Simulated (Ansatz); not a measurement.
Molecule: C$_{2}$H$_{5}$NO, net charge 0, singlet state. 
Coordinates optimised at B3LYP-D3(BJ)/def2-TZVP (Ansatz, a program for electronic structure):
```xyz
9

O      0.4073     1.2798     0.2946
C      0.0816     0.1387     0.0326
N      0.9986    -0.8468    -0.1812
C     -1.3711    -0.2792    -0.0780
H      0.7349    -1.7900    -0.3981
H     -1.8457     0.3222    -0.8532
H     -1.5079    -1.3352    -0.3102
H     -1.8688    -0.0520     0.8647
H      1.9753    -0.6128    -0.1189
```

Basis-set convergence of Hartree-Fock and MP2 correlation energies (hartree) with Ansatz. Valence correlation only, unless marked. Spin-orbit coupling is left out. No relativistic terms.

| basis | functions | E(HF) | E(corr, MP2) |
|---|---|---|---|
| aug-cc-pVDZ | 137 | -208.01266 | -0.65608 |
| aug-cc-pVTZ | 299 | … | … |

Problem. What belongs in the gaps?

Solution. 
- aug-cc-pVTZ, E(HF): -208.06342
- aug-cc-pVTZ, E(corr, MP2): -0.79083
